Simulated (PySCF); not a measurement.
## How methods differ on the ionisation energy of Si

Si [Ne] 3s2 3p2 [3p1/2^2, M_J = 0] → Si⁺ [Ne] 3s2 3p1 [3p1/2^1, M_J = 1/2], as a difference of total energies. Calculation: PySCF 2.14, in x2c-TZVPall-2c with one added diffuse shell each of s, p type (6s7p2d1f, 44 functions); the two-component X2C-1e Hamiltonian. Correlated levels: [Ne] frozen; the 6 highest virtual spinors dropped. "Screened" scales the spin-orbit matrix elements by Boettger's factors to mimic the two-electron term; Breit and QED terms are absent.

```tsv
method	ionisation energy (eV)
GHF (spin-free)	7.493
GMP2 (spin-free)	8.023
GHF (screened spin-orbit)	7.481
GMP2 (screened spin-orbit)	8.010
```

Problem. How much does correlation contribute at GMP2 (screened spin-orbit)?

Solution. 8.010 − (7.481) = 0.529 eV, measured against GHF (screened spin-orbit).

Errors of the correlated levels include the incompleteness of this basis and the frozen core.

The labels give the starting determinants; with spin-orbit coupling the two ends relaxed to ⟨J²⟩ = 1.90, ⟨L²⟩ = 2.02, ⟨S²⟩ = 2.00 and ⟨J²⟩ = 1.00, ⟨L²⟩ = 2.07, ⟨S²⟩ = 0.77.

The determinant of Si mixes levels of different J (the jj label is only the starting occupation), so the difference between spin-free and spin-orbit rows is not the physical spin-orbit shift.

For comparison: 8.152 eV (measured; NIST Atomic Spectra Database, ionization energies).
